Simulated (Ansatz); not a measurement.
A made-up structure of CH2NS, doublet:

N1  (-0.574, -0.586, -0.599)
C2  (0.193, 0.054, 0.173)
S3  (1.474, -0.650, 1.101)
H4  (-0.301, -0.125, 1.093)
H5  (0.153, 1.139, 0.359)
(Å)

It is relaxed with PBE-D4/def2-SVP and then PBE0-D4/def2-TZVP (Ansatz 0.2.0). Atoms count as bonded within 1.22 times the sum of their covalent radii (H–H: 0.88 Å). The end point is not checked to be a true minimum.

Q: Does its bonding change? (Judge from chemistry; the calculation decides.)

A: The calculation gives: Yes. Formed: S3–H4; broken: C2–H4.

Where it ends: The first stage lowers the energy by 3.15 eV in 20 steps. It ends as CH₂NS ([N][CH][SH]):
```json
{"atom": "N1", "x (Å)": "-0.8207", "y (Å)": "-0.3016", "z (Å)": "-0.5550"}
{"atom": "C2", "x (Å)": "0.0960", "y (Å)": "0.3264", "z (Å)": "-0.0047"}
{"atom": "S3", "x (Å)": "0.9517", "y (Å)": "-0.1660", "z (Å)": "1.4622"}
{"atom": "H4", "x (Å)": "0.2577", "y (Å)": "-1.3044", "z (Å)": "1.6317"}
{"atom": "H5", "x (Å)": "0.4605", "y (Å)": "1.2791", "z (Å)": "-0.4074"}
```

Labels in which every atom is bracketed show which atoms are joined, not bond orders.

For scale, one of the runs: PBE0-D4/def2-TZVP relaxation, 111 basis functions, launched by `ansatz run in.yaml --threads 2 --pin off --events-out ev --progress --plain --max-ram 4352MiB`. Hardware: 2 CPU threads of an Intel Xeon, shared host. Wall time about 36 s.
